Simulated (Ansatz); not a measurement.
# FH2O2 with multiplicity 2: molecular dynamics

The plan is to let a guess near a reaction's saddle point go and see which way it falls. Runs: 150 steps of 0.5 fs at constant energy, with velocities drawn for 300 K; 150 steps of 0.5 fs at constant energy, with velocities drawn for 1000 K. Reaction type: H-abstraction.

Method: UKS B3LYP/6-31G, in Ansatz 0.2.0.

### Step 1. The structure to begin with

Bond lengths: O3–O4 1.332 Å, O4–H5 0.981 Å. Angles: O3–O4–H5 107.1°.

Structure file:

```xyz
5

H    -0.4517   -0.8663    0.2448
F    -0.0300   -1.9580    0.4855
O    -0.6507    0.3029   -0.2200
O     0.3433    1.1076    0.1539
H     0.7891    1.4137   -0.6641
```

### Step 2. Run 1

150 steps of 0.5 fs at constant energy, with velocities drawn for 300 K.

The input, input.yaml:

```yaml
crystal:
  periodic: [false, false, false]
  atoms:
    - { symbol: H, position_ang: [-0.4517, -0.8663, 0.2448] }
    - { symbol: F, position_ang: [-0.03, -1.958, 0.4855] }
    - { symbol: O, position_ang: [-0.6507, 0.3029, -0.22] }
    - { symbol: O, position_ang: [0.3433, 1.1076, 0.1539] }
    - { symbol: H, position_ang: [0.7891, 1.4137, -0.6641] }
magnetization:
  spin_polarized: true
  initial_magnetization: 1
basis:
  gaussian: { orbitals: "6-31G" }
hamiltonian:
  xc: b3lyp
md:
  timestep: 0.5
  n_steps: 150
  ensemble: nve
  temperature: 300.0
  initial_velocities: maxwell_boltzmann
  seed: 518052
```

Run with:

```bash
> ansatz run input.yaml --threads 1 --pin off --max-ram 2048MiB --backend cpu --events-out ev --progress --plain --runs-dir out
```

Output, cut to the lines that bear on the results:

```text
Warning: RAYON_NUM_THREADS=1 ignored (pool sized by the plan → 1); use --threads N
[...]
Functional definition: B3LYP
[...]
347 factors; integrals over basis functions are off by at most 1.7e-4 eV
[...]
mean field -6836.52146233 eV, -251.2375297798 hartree, gradient 9.8e-6 eV, S^2 0.755150; 6 other end points of the search recorded, 0 dependent functions left out
[...]
reference -6836.52157302 eV, -251.2375338476 hartree; 14, 13 occupied and 17, 18 virtual orbitals, 347 factors
md step     0: t =     0.00 fs  T =   300.0 K  F+E_penalty+E_count = -6836.52146233 eV  E_kin = 0.116334 eV  conserved = -6836.40512833 eV  (89 SCF iters)
[...]
md step    18: t =     9.00 fs  T =  1463.9 K  F+E_penalty+E_count = -6836.97420893 eV  E_kin = 0.567658 eV  conserved = -6836.40655051 eV  (36 SCF iters)
[...]
md step    36: t =    18.00 fs  T =  1910.4 K  F+E_penalty+E_count = -6837.16062523 eV  E_kin = 0.740804 eV  conserved = -6836.41982147 eV  (38 SCF iters)
[...]
md step    54: t =    27.00 fs  T =  1613.6 K  F+E_penalty+E_count = -6837.04758840 eV  E_kin = 0.625732 eV  conserved = -6836.42185672 eV  (36 SCF iters)
[...]
md step    72: t =    36.00 fs  T =   894.3 K  F+E_penalty+E_count = -6836.74510987 eV  E_kin = 0.346774 eV  conserved = -6836.39833551 eV  (36 SCF iters)
md step    73: t =    36.50 fs  T =  1568.7 K  F+E_penalty+E_count = -6837.02355372 eV  E_kin = 0.608302 eV  conserved = -6836.41525128 eV  (34 SCF iters)
```

### Step 3. The log goes on: dynamics from the start

The log, continued, cut to the lines that bear on the results:

```text
md step    74: t =    37.00 fs  T =  2160.9 K  F+E_penalty+E_count = -6837.25953007 eV  E_kin = 0.837967 eV  conserved = -6836.42156320 eV  (33 SCF iters)
[...]
md step    93: t =    46.50 fs  T =  1083.0 K  F+E_penalty+E_count = -6836.81939111 eV  E_kin = 0.419957 eV  conserved = -6836.39943444 eV  (45 SCF iters)
[...]
md step   112: t =    56.00 fs  T =   425.1 K  F+E_penalty+E_count = -6836.55549751 eV  E_kin = 0.164853 eV  conserved = -6836.39064453 eV  (42 SCF iters)
[...]
md step   131: t =    65.50 fs  T =   574.8 K  F+E_penalty+E_count = -6836.61622491 eV  E_kin = 0.222890 eV  conserved = -6836.39333450 eV  (37 SCF iters)
[...]
md step   149: t =    74.50 fs  T =  2165.4 K  F+E_penalty+E_count = -6837.26072383 eV  E_kin = 0.839701 eV  conserved = -6836.42102304 eV  (36 SCF iters)
[...]
md step   150: t =    75.00 fs  T =  1500.8 K  F+E_penalty+E_count = -6836.99200812 eV  E_kin = 0.581991 eV  conserved = -6836.41001677 eV  (44 SCF iters)
Total energy: -6836.99212978 eV, -251.2548264897 hartree
Atom 0 at    -0.238194    -1.539775     0.264852 Å, force    -2.241126     6.943178    -3.118341 eV/Å
Atom 1 at     0.003402    -2.276163     0.600176 Å, force     2.199403    -6.763118     3.061415 eV/Å
Atom 2 at    -0.742873     0.583067    -0.351751 Å, force     0.001528    -0.039403     0.031180 eV/Å
Atom 3 at     0.412822     1.200463     0.106361 Å, force     0.329523    -0.877721     0.214639 eV/Å
Atom 4 at     0.305560     2.163048     0.000167 Å, force    -0.289328     0.737065    -0.188893 eV/Å
Dipole moment:    -0.040704     0.986772    -0.184303 e Å
```

Wall time 2.9 min (1 thread of Arm Neoverse V1, shared host); peak memory 0.093 GiB.

### Step 4. The trajectory

One step in 11; energies are changes from step 0:

| time (fs) | T (K) | potential energy change (meV/atom) | total energy change (meV/atom) | H1–O3 (Å) | F2–H1 (Å) |
| --- | --- | --- | --- | --- | --- |
| 0.0 | 300 | 0.0 | 0.00 | 1.27 | 1.19 |
| 5.5 | 670 | -26.9 | 1.76 | 1.62 | 0.82 |
| 11.0 | 564 | -20.4 | 0.10 | 1.48 | 1.19 |
| 16.5 | 415 | -6.8 | 2.15 | 1.83 | 0.81 |
| 22.0 | 430 | -9.8 | 0.28 | 1.79 | 1.15 |
| 27.5 | 2061 | -140.0 | -3.44 | 1.88 | 0.93 |
| 33.0 | 1677 | -107.7 | -0.89 | 1.78 | 1.05 |
| 38.5 | 1833 | -119.6 | -0.63 | 1.62 | 1.08 |
| 44.0 | 2448 | -168.6 | -2.02 | 1.69 | 0.99 |
| 49.5 | 1227 | -72.1 | -0.16 | 1.70 | 1.12 |
| 55.0 | 1612 | -104.8 | -3.10 | 2.04 | 0.87 |
| 60.5 | 563 | -20.1 | 0.32 | 1.94 | 1.16 |
| 66.0 | 644 | -24.9 | 1.82 | 2.25 | 0.82 |
| 71.5 | 789 | -37.7 | 0.23 | 1.97 | 1.16 |
| 75.0 | 1501 | -94.1 | -0.98 | 2.27 | 0.84 |

time (fs), T (K) and a bar:
```
      0.0        300 
      3.5       1795 ###########################
      6.5       1327 ###################
     10.0        856 ##########
     13.0       1244 #################
     16.5        415 ##
     19.5        968 ############
     23.0       1233 #################
     26.0        357 #
     29.5        871 ##########
     32.5       1219 #################
     36.0        894 ###########
     39.0       1443 #####################
     42.5       1308 ##################
     45.5       1410 ####################
     49.0       1673 #########################
     52.0        627 ######
     55.5        842 ##########
     58.5       1935 ##############################
     62.0        929 ############
     65.0       1193 ################
     68.5       1722 ##########################
     71.5        789 #########
     75.0       1501 ######################
```

Bonds that form or break, judged by distance (formed within 1.15 times the sum of covalent radii and held on average over 12 fs, broken when stretched by half; pairs already stretched at the start don't count as bonds):

| time (fs) | bond | event |
| --- | --- | --- |
| 4.0 | H1–F2 | forms |

### Step 5. Frames from the trajectory

Extended XYZ, with forces in eV/Å:

```xyz
5
time_fs=9.5 T=1129 dE=-0.3219
H    -0.551   -0.932    0.599    1.808   -3.432   -0.558
F    -0.036   -1.941    0.475   -1.681    3.027    0.580
O    -0.659    0.268   -0.238   -0.039    0.491   -0.150
O     0.377    1.109    0.158   -0.084   -0.280    0.811
H     0.597    1.685   -0.600   -0.003    0.194   -0.683
5
time_fs=19.0 T=1399 dE=-0.4300
H    -0.581   -1.116    0.851    1.858   -2.582   -1.539
F    -0.040   -1.943    0.475   -1.624    2.063    1.476
O    -0.674    0.260   -0.268    0.763    0.992    0.722
O     0.416    1.124    0.166   -1.458   -1.308   -0.044
H     0.327    1.812   -0.511    0.462    0.836   -0.616
5
time_fs=28.0 T=2043 dE=-0.6870
H    -0.530   -1.185    0.823    0.857   -1.090   -0.813
F    -0.039   -1.972    0.489   -0.648    0.618    0.768
O    -0.657    0.300   -0.268   -0.195    0.663   -0.096
O     0.391    1.114    0.142    0.181   -0.994    1.092
H     0.372    1.936   -0.364   -0.195    0.802   -0.951
5
time_fs=37.5 T=2350 dE=-0.8077
H    -0.407   -1.139    0.525    0.162   -0.375   -0.153
F    -0.032   -2.029    0.514   -0.102    0.085    0.161
O    -0.656    0.366   -0.271   -1.555   -0.884   -0.553
O     0.374    1.113    0.137    1.432    0.113    1.256
H     0.374    1.918   -0.397    0.063    1.061   -0.710
5
time_fs=47.0 T=1693 dE=-0.5502
H    -0.217   -1.333    0.168   -1.476    5.475   -2.501
F    -0.026   -2.085    0.541    1.446   -5.578    2.648
O    -0.716    0.402   -0.294    0.848    0.512    0.283
O     0.413    1.159    0.154   -0.933   -1.637    0.245
H     0.417    1.897   -0.463    0.115    1.227   -0.675
5
time_fs=56.0 T=425 dE=-0.0340
H    -0.122   -1.540    0.031   -1.611    8.936   -7.531
F    -0.019   -2.143    0.563    1.561   -8.891    7.646
O    -0.739    0.455   -0.307    1.186    0.899    0.178
O     0.416    1.182    0.145   -0.844   -1.934    0.497
H     0.496    1.977   -0.395   -0.293    0.990   -0.790
5
time_fs=65.5 T=575 dE=-0.0948
H    -0.136   -1.600    0.060   -1.878    8.603   -7.088
F    -0.008   -2.210    0.584    1.802   -8.460    7.136
O    -0.715    0.545   -0.317   -1.536   -1.371   -0.561
O     0.389    1.171    0.122    1.350    0.076    0.718
H     0.345    2.047   -0.288    0.262    1.152   -0.206
5
time_fs=75.0 T=1501 dE=-0.4705
H    -0.238   -1.540    0.265   -2.241    6.943   -3.118
F     0.003   -2.276    0.600    2.199   -6.763    3.061
O    -0.743    0.583   -0.352    0.002   -0.039    0.031
O     0.413    1.200    0.106    0.330   -0.878    0.215
H     0.306    2.163    0.000   -0.289    0.737   -0.189
```

Reading of run 1. At the last frame the bonds meant to break are whole and the new ones absent: it fell back to the reactants' side (HO2 + FH). The temperature starts at 300 K and averages 1417 K in the second half, where it ranges from 425 to 2478 K; the start was no minimum (force components up to 3.0 eV/Å), and the potential energy that it sheds (87 meV/atom) turns into motion, which in so few atoms is no thermal temperature. The total energy strays from its start by at most 3.70 meV/atom, 3.7 % of the mean kinetic energy, fair for a step of 0.5 fs. Bonds change: the first event comes at 4.0 fs (H1–F2 forms). By that distance rule the pieces at the end are HO2 + FH; a long dative bond can count as broken.

### Step 6. Run 2

150 steps of 0.5 fs at constant energy, with velocities drawn for 1000 K.

Edit input.yaml of step 2 so:

```diff
@@ -19,4 +19,4 @@
   ensemble: nve
-  temperature: 300.0
+  temperature: 1000.0
   initial_velocities: maxwell_boltzmann
-  seed: 518052
+  seed: 987161
```

Run with:

```bash
> ansatz run input.yaml --threads 1 --pin off --max-ram 2048MiB --backend cpu --events-out ev --progress --plain --runs-dir out
```

Output, cut to the lines that bear on the results:

```text
Warning: RAYON_NUM_THREADS=1 ignored (pool sized by the plan → 1); use --threads N
[...]
[... 1 set-up line as earlier in the session ...]
[...]
347 factors; integrals over basis functions are off by at most 1.7e-4 eV
[...]
mean field -6836.52146233 eV, -251.2375297798 hartree, gradient 9.8e-6 eV, S^2 0.755150; 6 other end points of the search recorded, 0 dependent functions left out
[...]
reference -6836.52157302 eV, -251.2375338476 hartree; 14, 13 occupied and 17, 18 virtual orbitals, 347 factors
md step     0: t =     0.00 fs  T =  1000.0 K  F+E_penalty+E_count = -6836.52146233 eV  E_kin = 0.387780 eV  conserved = -6836.13368233 eV  (89 SCF iters)
[...]
md step    19: t =     9.50 fs  T =  1485.9 K  F+E_penalty+E_count = -6836.70905082 eV  E_kin = 0.576215 eV  conserved = -6836.13283631 eV  (40 SCF iters)
[...]
md step    38: t =    19.00 fs  T =   833.3 K  F+E_penalty+E_count = -6836.45526099 eV  E_kin = 0.323138 eV  conserved = -6836.13212334 eV  (44 SCF iters)
[...]
md step    57: t =    28.50 fs  T =   878.2 K  F+E_penalty+E_count = -6836.47212212 eV  E_kin = 0.340546 eV  conserved = -6836.13157589 eV  (41 SCF iters)
[...]
md step    74: t =    37.00 fs  T =  1450.3 K  F+E_penalty+E_count = -6836.69651954 eV  E_kin = 0.562414 eV  conserved = -6836.13410551 eV  (38 SCF iters)
md step    75: t =    37.50 fs  T =  1089.0 K  F+E_penalty+E_count = -6836.55402713 eV  E_kin = 0.422280 eV  conserved = -6836.13174754 eV  (38 SCF iters)
```

### Step 7. The output, continued: dynamics from the start

The log, continued, cut to the lines that bear on the results:

```text
md step    76: t =    38.00 fs  T =   848.9 K  F+E_penalty+E_count = -6836.46020492 eV  E_kin = 0.329203 eV  conserved = -6836.13100203 eV  (40 SCF iters)
[...]
md step    94: t =    47.00 fs  T =  1007.9 K  F+E_penalty+E_count = -6836.52202170 eV  E_kin = 0.390860 eV  conserved = -6836.13116205 eV  (42 SCF iters)
[...]
md step   112: t =    56.00 fs  T =  1188.1 K  F+E_penalty+E_count = -6836.59370262 eV  E_kin = 0.460718 eV  conserved = -6836.13298495 eV  (42 SCF iters)
[...]
md step   130: t =    65.00 fs  T =  1694.9 K  F+E_penalty+E_count = -6836.79334918 eV  E_kin = 0.657262 eV  conserved = -6836.13608690 eV  (39 SCF iters)
[...]
md step   148: t =    74.00 fs  T =  2167.5 K  F+E_penalty+E_count = -6836.97911634 eV  E_kin = 0.840516 eV  conserved = -6836.13860065 eV  (39 SCF iters)
[...]
md step   149: t =    74.50 fs  T =  1821.2 K  F+E_penalty+E_count = -6836.84169029 eV  E_kin = 0.706231 eV  conserved = -6836.13545921 eV  (39 SCF iters)
[...]
md step   150: t =    75.00 fs  T =  1448.2 K  F+E_penalty+E_count = -6836.69489829 eV  E_kin = 0.561578 eV  conserved = -6836.13332071 eV  (43 SCF iters)
Total energy: -6836.69504362 eV, -251.2439087748 hartree
Atom 0 at     0.515903    -2.857794     1.259169 Å, force    -1.830998     3.191032    -2.618036 eV/Å
Atom 1 at     0.075442    -2.080710     0.615596 Å, force     1.870604    -3.171880     2.582119 eV/Å
Atom 2 at    -0.849112     0.822560    -0.511142 Å, force     0.251933    -0.057747    -0.168341 eV/Å
Atom 3 at     0.336346     0.902257     0.208728 Å, force    -0.560605     0.343567     0.940620 eV/Å
Atom 4 at     1.093733     0.729157    -0.379675 Å, force     0.269065    -0.304971    -0.736362 eV/Å
Dipole moment:     0.653006    -0.412506     0.066115 e Å
```

It took 2.9 min on 1 thread of Arm Neoverse V1, shared host; peak memory 0.091 GiB.

### Step 8. What the atoms did

The trajectory, every 11 steps (energies from step 0):

| time (fs) | T (K) | potential energy change (meV/atom) | total energy change (meV/atom) | H1–O3 (Å) | F2–H1 (Å) |
| --- | --- | --- | --- | --- | --- |
| 0.0 | 1000 | 0.0 | 0.00 | 1.27 | 1.19 |
| 5.5 | 1897 | -68.0 | 1.53 | 1.78 | 0.84 |
| 11.0 | 1241 | -18.3 | 0.33 | 2.09 | 1.14 |
| 16.5 | 2006 | -80.5 | -2.53 | 2.50 | 0.90 |
| 22.0 | 1625 | -49.0 | -0.54 | 2.81 | 1.04 |
| 27.5 | 1568 | -44.3 | -0.18 | 3.10 | 1.05 |
| 33.0 | 1425 | -34.8 | -1.88 | 3.16 | 0.87 |
| 38.5 | 764 | 18.8 | 0.49 | 3.54 | 1.13 |
| 44.0 | 1203 | -15.9 | -0.18 | 3.47 | 0.84 |
| 49.5 | 1378 | -29.4 | -0.13 | 3.81 | 1.08 |
| 55.0 | 1961 | -76.0 | -1.52 | 3.86 | 1.00 |
| 60.5 | 2232 | -98.1 | -2.50 | 3.90 | 0.93 |
| 66.0 | 863 | 11.2 | 0.55 | 4.16 | 1.12 |
| 71.5 | 786 | 19.0 | 2.40 | 3.99 | 0.82 |
| 75.0 | 1448 | -34.7 | 0.07 | 4.31 | 1.10 |

time (fs), T (K) and a bar:
```
      0.0       1000 #####
      3.5       2523 ##############################
      6.5       2384 ############################
     10.0       1299 ##########
     13.0       2250 ##########################
     16.5       2006 ######################
     19.5        684 
     23.0       2021 ######################
     26.0       2138 ########################
     29.5        690 
     32.5       1801 ##################
     36.0       2099 #######################
     39.0        826 ##
     42.5       1391 ############
     45.5       2118 #######################
     49.0       1077 ######
     52.0       1111 #######
     55.5       1607 ###############
     58.5       1213 #########
     62.0        856 ###
     65.0       1695 ################
     68.5       1573 ##############
     71.5        786 ##
     75.0       1448 ############
```

Bonds that form or break, judged by distance (formed within 1.15 times the sum of covalent radii and held on average over 12 fs, broken when stretched by half; pairs already stretched at the start don't count as bonds):

| time (fs) | bond | event |
| --- | --- | --- |
| 4.0 | H1–F2 | forms |

### Step 9. Frames from the trajectory

Extended XYZ, with forces in eV/Å:

```xyz
5
time_fs=9.5 T=1486 dE=-0.1876
H    -0.844   -1.302    0.888    3.672   -2.398   -1.934
F    -0.009   -1.930    0.474   -3.450    2.173    1.878
O    -0.698    0.306   -0.266    0.459    0.816   -0.096
O     0.395    1.084    0.167   -0.776   -0.998    1.476
H     0.713    1.641   -0.552    0.094    0.407   -1.324
5
time_fs=19.0 T=833 dE=0.0662
H    -0.790   -1.847    1.264    3.356   -0.110   -3.431
F    -0.003   -1.909    0.478   -3.181   -0.169    3.413
O    -0.731    0.342   -0.320    0.545    0.349    0.823
O     0.432    1.058    0.192   -1.698   -1.604    0.417
H     0.484    1.653   -0.547    0.979    1.534   -1.223
5
time_fs=28.0 T=1173 dE=-0.0658
H    -0.563   -2.225    1.373    2.223    1.359   -3.527
F     0.000   -1.909    0.494   -2.083   -1.638    3.548
O    -0.734    0.399   -0.338    0.077    0.669   -0.320
O     0.404    1.018    0.172   -0.466   -1.909    2.114
H     0.690    1.740   -0.368    0.249    1.519   -1.815
5
time_fs=37.5 T=1089 dE=-0.0326
H    -0.318   -2.489    1.402    1.309    2.326   -3.595
F     0.009   -1.927    0.516   -1.230   -2.489    3.609
O    -0.743    0.485   -0.370   -1.522   -0.478   -0.741
O     0.386    0.976    0.177    0.550   -1.085    2.281
H     0.704    1.655   -0.392    0.893    1.726   -1.554
5
time_fs=47.0 T=1008 dE=-0.0006
H    -0.078   -2.665    1.385    0.400    2.955   -3.476
F     0.022   -1.958    0.542   -0.368   -3.027    3.464
O    -0.811    0.556   -0.431    0.850    0.206    0.706
O     0.419    0.961    0.213   -2.244   -1.730    0.980
H     0.773    1.520   -0.453    1.364    1.596   -1.674
5
time_fs=56.0 T=1188 dE=-0.0722
H     0.137   -2.756    1.331   -0.404    2.981   -2.953
F     0.037   -1.994    0.567    0.420   -3.023    2.929
O    -0.845    0.629   -0.462    1.903    0.646    0.484
O     0.406    0.947    0.212   -2.770   -1.439    1.481
H     1.019    1.371   -0.372    0.851    0.836   -1.942
5
time_fs=65.5 T=1243 dE=-0.0936
H     0.340   -2.824    1.293   -1.158    3.169   -2.789
F     0.055   -2.036    0.592    1.180   -3.178    2.760
O    -0.807    0.731   -0.472   -2.296   -0.405   -0.760
O     0.337    0.917    0.203    0.651    0.147    1.559
H     0.963    1.077   -0.502    1.623    0.268   -0.771
5
time_fs=75.0 T=1448 dE=-0.1734
H     0.516   -2.858    1.259   -1.831    3.191   -2.618
F     0.075   -2.081    0.616    1.871   -3.172    2.582
O    -0.849    0.823   -0.511    0.252   -0.058   -0.168
O     0.336    0.902    0.209   -0.561    0.344    0.941
H     1.094    0.729   -0.380    0.269   -0.305   -0.736
```

Reading of run 2. At the last frame the bonds meant to break are whole and the new ones absent: it fell back to the reactants' side (HO2 + FH). The temperature starts at 1000 K and averages 1435 K in the second half, where it ranges from 624 to 2367 K; the start was no minimum (force components up to 3.0 eV/Å), and the potential energy that it sheds (34 meV/atom) turns into motion, which in so few atoms is no thermal temperature. The total energy strays from its start by at most 2.76 meV/atom, 2.3 % of the mean kinetic energy, fair for a step of 0.5 fs. Bonds change: the first event comes at 4.0 fs (H1–F2 forms). By that distance rule the pieces at the end are HO2 + FH; a long dative bond can count as broken.

### Step 10. Outcome

```
                                 quantity                                    value
                            run 1: length                      150 steps of 0.5 fs
  run 1: temperature, first and last step                           300 and 1501 K
          run 1: temperature, second half          mean 1417 K, from 425 to 2478 K
     run 1: potential energy, second half  -87 meV/atom from this run's first step
run 1: largest change of the total energy                            3.70 meV/atom
            run 1: bonds formed or broken                                        1
                            run 2: length                      150 steps of 0.5 fs
  run 2: temperature, first and last step                          1000 and 1448 K
          run 2: temperature, second half          mean 1435 K, from 624 to 2367 K
     run 2: potential energy, second half  -34 meV/atom from this run's first step
run 2: largest change of the total energy                            2.76 meV/atom
            run 2: bonds formed or broken                                        1
```

**Reading.** Mean temperatures of the second halves: 1417 K, 1435 K. Bonds changed in run 1, run 2. Run 1: at the last frame the bonds meant to break are whole and the new ones absent: it fell back to the reactants' side (HO2 + FH). Run 2: at the last frame the bonds meant to break are whole and the new ones absent: it fell back to the reactants' side (HO2 + FH). A run of 75 fs with 5 atoms shows the motion but fixes no equilibrium value. The nuclei move classically, without zero-point motion, which matters most for hydrogen. The basis is very small, so the numbers are rough.
